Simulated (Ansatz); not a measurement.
Basis-set extrapolation for C3H7NO2, SMILES `COC(O)C=N` (PBE0-D4/def2-TZVP geometry, frozen core, Ansatz 0.2.0). Multiplicity 1, RHF reference.

```
                      def2-TZVPP   def2-QZVPP
                 HF  -321.955389  -321.970286
    MP2 correlation    -1.177929    -1.262891
CCSD(T) correlation    -1.260966      not run
```

Energies in hartree. Use E(X) = E(∞) + A·exp(−7.88·√X) for Hartree–Fock and E(X) = E(∞) + B·X^(−2.97) for correlation, with X = 3 and 4, and add CCSD(T) minus MP2 of the smaller set to the MP2 limit.

Task: What is the CCSD(T) energy at the basis-set limit?

Result: HF limit: -321.970286 + (-0.014897) × 0.13774 = -321.97234. MP2 limit: -1.262891 + (-0.084962) × 0.74074 = -1.32583. Higher-order term: -1.260966 − (-1.177929) = -0.08304. Total: -323.38121 hartree, 432.8 kJ/mol below CCSD(T)/def2-TZVPP.
